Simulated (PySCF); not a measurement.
Method: core-valence-separated Tamm–Dancoff BHandHLYP/aug-pcX-1 (pcseg-1 on H) in PySCF, non-relativistic, gas phase, PBE0-D3(BJ)/def2-SVP geometry. BHandHLYP without relativity tends to put these K edges a few eV too low, so spacings mean more than positions.

Main lines of an unknown, eV (oscillator strength): C K: 282.6 (0.056), 282.7 (0.066), 283.0 (0.066), 283.2 (0.056), 283.3 (0.063). Listed: the first five lines at most of each edge with a tenth or more of its strongest line's intensity; roots within 0.03 eV on the same or equivalent atoms are summed. Only the lowest roots were sought, and the top ones are left out.

Task: Which candidate gives them?
A. `C1CC2=C1CC2`
B. `C=C1CCC1=C`
C. `C1C[C@H]2C[C@@H]1C2`
D. `C=C=CCC=C`

Result: D. 

- `C=C=CCC=C`: C K: 282.6 (0.056), 282.7 (0.066), 283.0 (0.066), 283.2 (0.056), 283.3 (0.063). First C line listed at 282.6 eV, hole on the terminal =CH2 carbon (1s→π*).
- `C=C1CCC1=C`: C K: 282.2 (0.105), 282.6 (0.101), 285.7 (0.017), 285.8 (0.025), 286.2 (0.053). First C line listed at 282.2 eV, hole on the terminal =CH2 carbon.
- `C1CC2=C1CC2`: C K: 282.9 (0.122), 285.3 (0.028), 286.0 (0.041), 286.5 (0.099), 286.6 (0.100). First C line listed at 282.9 eV, hole on the fully substituted alkene carbon.
- `C1C[C@H]2C[C@@H]1C2`: C K: 285.5 (0.029), 285.6 (0.024), 285.8 (0.031), 285.9 (0.050), 286.1 (0.053). First C line listed at 285.5 eV, hole on the ring CH2 carbon.

One conformer each; other structures than these candidates weren't tested.

Conformer computed: `[CH2:1]=[C:2]=[CH:3][CH2:4][CH:5]=[CH2:6]`: C2–C3–C4–C5 117°, C3–C4–C5–C6 117°.
